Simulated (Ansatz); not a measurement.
One geometry of C3H5F3 (`FCC(F)CF`), several functionals.

```yaml
crystal:
  periodic: [false, false, false]
  atoms:
    - {symbol: F, position_ang: [-0.589322, 1.408867, 1.227898]}
    - {symbol: C, position_ang: [0.589571, 0.912117, 0.711799]}
    - {symbol: C, position_ang: [0.382487, -0.449056, 0.102497]}
    - {symbol: F, position_ang: [0.217100, -1.387839, 1.102997]}
    - {symbol: C, position_ang: [-0.804446, -0.497448, -0.823546]}
    - {symbol: F, position_ang: [-0.789378, -1.669946, -1.544895]}
    - {symbol: H, position_ang: [1.318833, 0.845990, 1.523080]}
    - {symbol: H, position_ang: [0.951403, 1.611048, -0.049042]}
    - {symbol: H, position_ang: [1.288577, -0.720218, -0.453728]}
    - {symbol: H, position_ang: [-0.766773, 0.341030, -1.526253]}
    - {symbol: H, position_ang: [-1.732652, -0.451546, -0.250306]}
basis:
  gaussian: {orbitals: def2-TZVPP}
hamiltonian: {xc: r2scan, dispersion: d4}
output: {forces: true, orbitals: {seedname: orbitals}}
```

```sh
$ ansatz run in.yaml --threads 4 --pin off --events-out ev --progress --plain --max-ram 10444MiB
```

Output, abridged:

```
Functional definition: r2SCAN
1303 factors; their error is unknown
mean field evaluation 1: about -11337.1565 eV, gradient 5.1e1 eV
mean field evaluation 2: about -11336.0358 eV, gradient 5.5e1 eV
mean field evaluation 4: about -11342.4374 eV, gradient 2.4e0 eV
mean field evaluation 8: about -11342.4496 eV, gradient 8.8e-2 eV
mean field evaluation 16: about -11342.4080 eV, gradient 1.3e-2 eV
mean field -11342.40802084 eV, -416.8258066054 hartree, gradient 3.4e-5 eV, S^2 0.000000; 0 other end points of the search recorded, 0 dependent functions left out
reference -11342.40803046 eV, -416.8258069590 hartree; 25, 25 occupied and 231, 231 virtual orbitals, 1303 factors
Total energy: -11342.45212619 eV, -416.8274274472 hartree
Atom 0 at    -0.589322     1.408867     1.227898 Å, force    -0.325962     0.099723     0.130719 eV/Å
Atom 1 at     0.589571     0.912117     0.711799 Å, force     0.342267    -0.033690    -0.099215 eV/Å
Atom 2 at     0.382487    -0.449056     0.102497 Å, force     0.117492     0.185798    -0.259043 eV/Å
Atom 3 at     0.217100    -1.387839     1.102997 Å, force    -0.072762    -0.261828     0.271630 eV/Å
Atom 4 at    -0.804446    -0.497448    -0.823546 Å, force    -0.088011     0.313170     0.130983 eV/Å
Atom 5 at    -0.789378    -1.669946    -1.544895 Å, force     0.011717    -0.312453    -0.163075 eV/Å
Atom 6 at     1.318833     0.845990     1.523080 Å, force     0.000660    -0.000837     0.005142 eV/Å
Atom 7 at     0.951403     1.611048    -0.049042 Å, force     0.000152     0.006109    -0.007911 eV/Å
Atom 8 at     1.288577    -0.720218    -0.453728 Å, force     0.015538    -0.008663    -0.011263 eV/Å
Atom 9 at    -0.766773     0.341030    -1.526253 Å, force     0.000805     0.014736    -0.006421 eV/Å
Atom 10 at    -1.732652    -0.451546    -0.250306 Å, force    -0.001895    -0.002064     0.008455 eV/Å
Dipole moment:     0.323454     0.409657    -0.184617 e Å
```

Run time 4 s (4 threads of an Arm Neoverse V2 on a shared host); peak host memory 0.34 GiB.

With the line `hamiltonian: {xc: {name: wB97X-V}}` and no forces (abridged; 6 s):

```
Functional definition: wB97X-V
mean field evaluation 16: about -11344.1580 eV, gradient 2.3e-4 eV
mean field -11344.15802982 eV, -416.8901182493 hartree, gradient 7.7e-5 eV, S^2 0.000000
Total energy: -11344.15802818 eV, -416.8901181891 hartree
```

With the line `hamiltonian: {xc: {name: LC-wPBE}}` and no forces (abridged; 2.1 s):

```
Functional definition: LC-wPBE
mean field evaluation 16: about -11341.4332 eV, gradient 2.4e-4 eV
mean field -11341.43319091 eV, -416.7899822664 hartree, gradient 1.5e-5 eV, S^2 0.000000
Total energy: -11341.43319092 eV, -416.7899822666 hartree
```

Changing it to `hamiltonian: {xc: {name: PBE-QIDH}}` and no forces (abridged; 4.5 s):

```
Functional definition: PBE-QIDH
mean field evaluation 16: about -11322.0736 eV, gradient 2.7e-5 eV
mean field -11322.07361105 eV, -416.0785308290 hartree, gradient 3.3e-6 eV, S^2 0.000000
6 core orbitals not correlated: weight in the atoms' cores, before any rotation towards them, 1.000 or more for the frozen orbitals, at most 0.000 for the correlated occupied ones
second order -37.79662612 eV of doubles, -0.00000000 eV of singles
Total energy: -11334.67249622 eV, -416.5415313190 hartree
```

With the line `hamiltonian: {xc: pbe, dispersion: d4}` (abridged; 2.1 s):

```
Functional definition: PBE
mean field evaluation 16: about -11335.6894 eV, gradient 1.3e-2 eV
mean field -11335.68937386 eV, -416.5789008832 hartree, gradient 2.8e-5 eV, S^2 0.000000
Total energy: -11335.86311948 eV, -416.5852859169 hartree
Atom 0 force    -0.592366     0.273542     0.285442 eV/Å
Atom 1 force     0.317666    -0.083072    -0.146609 eV/Å
Atom 2 force     0.072189     0.278850    -0.244236 eV/Å
Atom 3 force    -0.079698    -0.520010     0.529042 eV/Å
Atom 4 force    -0.001925     0.300395     0.125713 eV/Å
Atom 5 force    -0.018035    -0.599988    -0.375998 eV/Å
Atom 6 force     0.194411    -0.014506     0.175435 eV/Å
Atom 7 force     0.114767     0.160244    -0.180839 eV/Å
Atom 8 force     0.213805    -0.049762    -0.152599 eV/Å
Atom 9 force    -0.005634     0.218398    -0.153359 eV/Å
Atom 10 force    -0.215180     0.035909     0.138008 eV/Å
Dipole moment:     0.309449     0.392555    -0.175854 e Å
```

With the line `hamiltonian: {xc: {name: r2SCANh}, dispersion: d4}` and no forces (abridged; 4 s):

```
Functional definition: r2SCANh
mean field evaluation 16: about -11341.8375 eV, gradient 4.0e-4 eV
mean field -11341.83751802 eV, -416.8048410136 hartree, gradient 2.1e-5 eV, S^2 0.000000
Total energy: -11341.88311617 eV, -416.8065167149 hartree
```
